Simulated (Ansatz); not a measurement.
Relaxation of H$_{5}$OSi (7 atoms, charge 0, multiplicity 2), to a largest force component of 0.03 eV/Å in at most 50 steps.

Level of theory: UKS PBE/6-31G* (Ansatz 0.2.0).

```xyz
7
Properties=species:S:1:pos:R:3
Si 0.003 0.005 -0.275
H 0.088 0.146 2.380
H 1.429 -0.013 -0.743
H -0.724 1.232 -0.743
H -0.721 -1.248 -0.677
O -0.029 -0.050 3.348
H -0.557 -0.872 3.338
```

Q: Where does it end, and by what steps?

A: The run converged. The force dipped under the threshold on the way, but the program's further checks kept it going. After 30 steps the energy has fallen by 0.164 eV; O6 moved furthest, 0.97 Å.

```
step  energy less start (eV)  largest force component (eV/Å)  accepted
   0                  0.0000                           0.466       yes
   2                 -0.0096                           0.363       yes
   4                 -0.0246                           0.137       yes
   6                 -0.0470                           0.412       yes
   8                 -0.0669                           0.285       yes
  10                 -0.0976                           0.122       yes
  12                 -0.1299                           0.274       yes
  14                 -0.1387                           0.571       yes
  16                 -0.1474                           0.539       yes
  18                 -0.1595                           0.023       yes
  20                 -0.1603                           0.116       yes
  22                 -0.1521                           0.717        no
  24                 -0.1629                           0.056       yes
  26                 -0.1625                           0.240        no
  28                 -0.1636                           0.083       yes
  30                 -0.1638                           0.007       yes
```

```xyz
7
Properties=species:S:1:pos:R:3
Si -0.201 0.158 -0.053
H 0.381 0.355 2.857
H 1.299 0.219 -0.037
H -0.695 0.910 -1.270
H -0.672 -1.263 -0.157
O 0.163 -0.544 2.534
H -0.787 -0.637 2.754
```

Run time: 46 s on 1 thread of Arm Neoverse V1, with other jobs on the host, peak memory 0.11 GiB.
